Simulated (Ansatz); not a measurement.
hcp Zr

All values below come from r²SCAN (Ansatz, a program for electronic structure, plane waves, PAW).

Numerical settings: plane-wave cutoff 500 eV, 5×5×5 k mesh, Fermi–Dirac smearing 0.1 eV, cell of 36 sites, scalar-relativistic PAW data made under PBE.

Cell: relaxed at this level.

```json
{
 "vacancy_formation_energy": "2.34 eV",
 "vacancy_formation_energy_before_relaxation": "2.41 eV"
}
```

Note: energies are extrapolated to zero smearing, and mesh and cell size move such values by some hundredths of an eV or more.

The computed numbers hold no vibrational or temperature effects.
